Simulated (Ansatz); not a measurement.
# Rhodium, fcc: revPBE0 after revPBE

Aim: see what exact exchange does to the levels, and what it costs. Spin polarisation is left out. The cell comes from an earlier revPBE relaxation. Exact exchange is dear, so the k-mesh is coarse, and revPBE is run on the same mesh for comparison.

Computed with Ansatz 0.2.0 (DFT, plane waves (420 eV) with PBE-made PAW files, scalar-relativistic; functionals as named at each step, unless a step says otherwise).

### 1 The structure to begin with

The structure is cubic, space group Fm-3m (No. 225). The conventional cell has a = 3.849 Å, b = 3.849 Å, c = 3.849 Å, α = 90.00°, β = 90.00°, γ = 90.00°. Rh (site symmetry m-3m) has 12 Rh at 2.72 Å as nearest neighbours.

Structure file:

```cif
data_structure
_symmetry_space_group_name_H-M 'Fm-3m'
_symmetry_Int_Tables_number 225
_cell_length_a 3.8490
_cell_length_b 3.8490
_cell_length_c 3.8490
_cell_angle_alpha 90.000
_cell_angle_beta 90.000
_cell_angle_gamma 90.000
_cell_volume 57.02
loop_
_atom_site_label
_atom_site_type_symbol
_atom_site_symmetry_multiplicity
_atom_site_Wyckoff_symbol
_atom_site_fract_x
_atom_site_fract_y
_atom_site_fract_z
_atom_site_occupancy
Rh1 Rh 4 a 0.00000 0.00000 0.00000 1
```

### 2 revPBE on the coarse mesh

The run with revPBE.

Contents of input.yaml:

```yaml
crystal:
  lattice:
    - [0.0, 1.9244973103, 1.9244973103]
    - [1.9244973103, 0.0, 1.9244973103]
    - [1.9244973103, 1.9244973103, 0.0]
  atoms:
    - { symbol: Rh, position: [0.0, 0.0, 0.0] }
hamiltonian:
  xc: revpbe
  pseudopotentials:
    kind: paw
    azcp:
      Rh: "pseudopotentials/Rh.paw.azcp"
basis:
  ecutwfc: 420
  fft_grid_basis: typed
kpoints:
  mp_grid: { grid: [7, 7, 7], shift: [0, 0, 0] }
magnetization:
  spin_polarized: false
scf:
  occupations: { method: fermi_dirac, width: 0.1 }
```

Log, shortened:

```text
Warning: RAYON_NUM_THREADS=4 ignored (pool sized by the plan → 4); use --threads N
[...]
Pseudopotentials: kind: paw
Pseudopotential: Rh, paw, valence charge 17, recommended cutoff 420 eV (normal), <dir>
Functional definition: revPBE
[...]
Crystal: 1 atoms, lattice volume = 14.255 Å³
Basis set: ecut = 420 eV, 283 PW (Γ)
Bands: 13, of which v1, the nominal top of the filled ones, is band 9 counted from 1 (8 counted from 0)
Symmetry: 48 space group operations
Space group: Fm-3m (ITA 225), of the structure as read, at distance tolerance 2.4e-5 Å
k-points: 20 of 343
[...]
SCF iter   1: F=—  HF=-6408.289247 eV  |F-HF|=—  |Δ(HF+E_count)|=         —  Δρ=6.33e-3  dr2=2.30e-3  ethr=1.77e-3  ⟨swp⟩=4.9  Hψ=1424  notcnv=0
[...]
SCF iter   6: F=-6408.288818 eV  HF=-6408.288818 eV  |F-HF|=3.82e-11  |Δ(HF+E_count)|=   1.79e-8  Δρ=1.45e-6  dr2=5.63e-11  ethr=9.18e-11  ⟨swp⟩=1.0  Hψ=738  notcnv=0
[...]
SCF converged after 6 iterations
Free energy (F): -6408.288818 eV
[...]
E sigma→0 (E₀):  -6408.270753 eV
Entropy (-TS):   -0.036131 eV (-36.131 meV/atom)
Fermi energy:    21.450176 eV
[...]
```

Wall time 0.35 s (4 threads of an x86-64 CPU, shared host); peak memory 0.37 GiB.

### 3 revPBE0, coarse mesh

The run with revPBE0.

input.yaml: that of step 2 with these lines changed.

```diff
@@ -8,3 +8,3 @@
 hamiltonian:
-  xc: revpbe
+  xc: revpbe0
   pseudopotentials:
```

Log, shortened:

```text
Warning: RAYON_NUM_THREADS=4 ignored (pool sized by the plan → 4); use --threads N
[...]
[... 2 set-up lines as earlier in the session ...]
Functional definition: revPBE0
[...]
Crystal: 1 atoms, lattice volume = 14.255 Å³
Basis set: ecut = 420 eV, 283 PW (Γ)
Bands: 13, of which v1, the nominal top of the filled ones, is band 9 counted from 1 (8 counted from 0)
[... 2 set-up lines as earlier in the session ...]
k-points: 20 of 343
[...]
SCF iter   1: F=—  HF=-6408.290583 eV  |F-HF|=—  |Δ(HF+E_count)|=         —  Δρ=5.68e-3  dr2=1.01e-3  ethr=1.77e-3  ⟨swp⟩=7.3  Hψ=1114  notcnv=0
[...]
Frozen-core exchange: fock
[...]
hybrid outer 1: dexx = +1.970e-2 eV, tail = 1.94e-2 eV
Frozen-core exchange: fock
[...]
hybrid outer 5: dexx = +1.132e-8 eV, tail = 1.40e-8 eV, Δε = 2.43e-4 eV (about 1.43e-4 eV left of the loop's levels)
hybrid SCF converged: 5 outer / 23 inner (+6 warm-up), last move |dexx| = 1.13e-8 eV, tail = 1.40e-8 eV
Stability not checked: this state was not tested for a lower state beside it, because the functional holds exact exchange (a hybrid, or Hartree-Fock), whose exchange loop this test does not read (fock_operator; see scf.lower_state_search)
Free energy (F): -6408.142026 eV
Frozen-core exchange: fock
[...]
E sigma→0 (E₀):  -6408.140754 eV
Entropy (-TS):   -0.002544 eV (-2.544 meV/atom)
Fermi energy:    20.865215 eV
[...]
--- Band table (eV; the first three rows and the last of 20) ---
  k-point 0: bands = ["-62.7077", "-28.7515", "-28.7515", "-28.7515", "12.1627", "17.1068", "17.1068", "17.1068", "18.9056", "18.9056", "38.3024"]
[...]
  guard bands above this table: 2 of the run's 13 bands. The solve was not asked for them (output.publish_guard_bands: true or output.eigenvalues: true publishes all)
```

Run time: 5.3 s. Hardware: 4 threads of an x86-64 CPU, shared host; peak memory 0.76 GiB.

### 4 Side by side

| functional | gap on the mesh | Fermi energy (eV) | SCF cycles | exchange loops | CPU time |
| --- | --- | --- | --- | --- | --- |
| revPBE | none (levels filled in part) | 21.450 | 6 | - | 0.48 s |
| revPBE0 | none (levels filled in part) | 20.865 | 29 | 5 | 15 s |

### 5 Outcome

```
                             quantity                         value
                          revPBE: gap  none (levels filled in part)
                         revPBE0: gap  none (levels filled in part)
  revPBE0: SCF cycles, exchange loops                         29, 5
revPBE0: CPU time over that of revPBE                            31
```

**Reading.** Neither revPBE nor revPBE0 shows a clean gap on this mesh. revPBE0 cost 31 times the CPU time of revPBE. The exchange operator of revPBE0 was renewed in 5 outer loops. The cell taken over is 4 % larger than the measured one (13.75 Å³/atom, COD). Absolute energies differ from functional to functional, by eV per atom at times, and say nothing by themselves.
